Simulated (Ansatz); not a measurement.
This Ansatz (a program for electronic structure) input (B2PLYP/aug-cc-pVTZ) gives -99.84733 Eh with 69 basis functions. A basis named .json is the Basis Set Exchange file of that set (core-valence sets with the plain set on hydrogen).

Ansatz 0.2 input:
```yaml
crystal:
  periodic: [false, false, false]
  atoms:
    - {symbol: F, position_ang: [-0.00000000, -0.00000000, -0.10164744]}
    - {symbol: H, position_ang: [0.00000000, 0.00000000, 0.91482694]}
basis:
  gaussian:
    orbitals: aug-cc-pVTZ
hamiltonian:
  xc: {name: B2PLYP}
total_charge: 1
magnetization: {spin_polarized: true, initial_magnetization: 1}
correlation: {electrons: outside_noble_gas}
```

Change:
```diff
- orbitals: aug-cc-pVTZ
+ orbitals: def2-QZVPP.json
```

Question: What does the run give now?

Answer: -99.86148 Eh (B2PLYP/def2-QZVPP, 87 functions), a change of -14.15 mEh.
